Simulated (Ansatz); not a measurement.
A made-up structure of CH3LiN, doublet:

```xyz
6
angstrom
Li -2.4481 -0.6901 -0.0002
N -0.3226 -0.5104 -0.2089
C 0.5901 0.5454 0.1821
H 0.2361 -1.3754 -0.6955
H 1.7917 0.4857 0.0009
H 0.1529 1.5447 0.7216
```

It is relaxed with PBE-D4/def2-SVP and then PBE0-D4/def2-TZVP (Ansatz 0.2.0). Atoms count as bonded within 1.22 times the sum of their covalent radii (H–H: 0.88 Å). The end point is not checked to be a true minimum.

(1) Does its bonding change? (Judge from chemistry; the calculation decides.)

Results:

(1) The calculation gives: No: no bond forms or breaks.

Where it ends: The first stage lowers the energy by 1.06 eV in 11 steps. It ends as CH₃LiN ([Li][NH][CH2]):
```xyz
6
angstrom
Li -2.1814 -0.6261 0.0320
N -0.2922 -0.4394 -0.2252
C 0.5247 0.4916 0.1508
H 0.2117 -1.2263 -0.6280
H 1.6049 0.4156 0.0409
H 0.1323 1.3846 0.6295
```

Labels in which every atom is bracketed show which atoms are joined, not bond orders.

For scale, one of the runs: PBE0-D4/def2-TZVP relaxation, 94 basis functions, launched by `ansatz run in.yaml --threads 2 --pin off --events-out ev --progress --plain --max-ram 4352MiB`. The run took about 37 s on 2 CPU threads of an Arm Neoverse V2 (shared host).
